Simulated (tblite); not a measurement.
Species: CH4BS (doublet state).
Bonds: B1–S2, S2–C3. Hydrogens: H4, H5 on B1; H6, H7 on C3.

Computed with GFN2-xTB (tblite), gas phase: L-BFGS steps from a force-field or distance-geometry start until the largest atomic force falls under 0.01 eV/Å.

Step 31: E = -233.9123 eV
```
atom  x, y, z in Å  |  force x, y, z in eV/Å
B1     -1.3807   -0.0838   -0.0284   -0.073   0.056  -0.014
S2      0.0879   -1.0400    0.1718    0.117  -0.062  -0.028
C3      1.3848    0.0367   -0.0196   -0.053  -0.029   0.117
H4     -1.3005    1.0401   -0.3361   -0.043  -0.030   0.068
H5     -2.3866   -0.6525    0.1380    0.022   0.060  -0.034
H6      1.2305    1.0961    0.0634    0.055  -0.093  -0.115
H7      2.3678   -0.3916   -0.0161   -0.024   0.098   0.006
```

Step 32: E = -233.9155 eV
```
atom  x, y, z in Å  |  force x, y, z in eV/Å
B1     -1.3773   -0.0860   -0.0309   -0.170   0.066   0.022
S2      0.0872   -1.0449    0.1766    0.173  -0.028  -0.041
C3      1.3850    0.0336   -0.0085    0.019  -0.032   0.090
H4     -1.3017    1.0433   -0.3219   -0.012  -0.045   0.052
H5     -2.3904   -0.6488    0.1286    0.082   0.059  -0.044
H6      1.2259    1.0953    0.0465    0.057  -0.140  -0.101
H7      2.3746   -0.3876   -0.0175   -0.150   0.119   0.022
```

**Question.** Estimate the geometry and energy of step 33. (The exact step hangs on the optimiser's Hessian estimate; all steps are aligned on step 32, rigid shifts and turns removed.)

**Answer.** E = -233.9194 eV, largest force 0.247 eV/Å
```
atom  x, y, z in Å  |  force x, y, z in eV/Å
B1     -1.3766   -0.0868   -0.0346   -0.142   0.072   0.068
S2      0.0877   -1.0483    0.1816    0.130  -0.004  -0.057
C3      1.3853    0.0291    0.0052    0.109   0.013   0.046
H4     -1.3076    1.0490   -0.3008    0.023  -0.054   0.028
H5     -2.3912   -0.6473    0.1157    0.066   0.024  -0.045
H6      1.2252    1.0921    0.0213    0.037  -0.150  -0.079
H7      2.3805   -0.3829   -0.0155   -0.222   0.100   0.040
```

The energy changes by -0.0038 eV. The first-order estimate −F·Δx gives -0.0053 eV and the mean of the old and new forces, exact on a quadratic surface, -0.0038 eV. The step makes an angle of 71° with the force vector and moves no atom by more than 0.025 Å.

What follows is the cost of the whole relaxation. On one thread, Arm Neoverse V2 (aarch64), no GPU, shared host, this took 0.11 s wall.
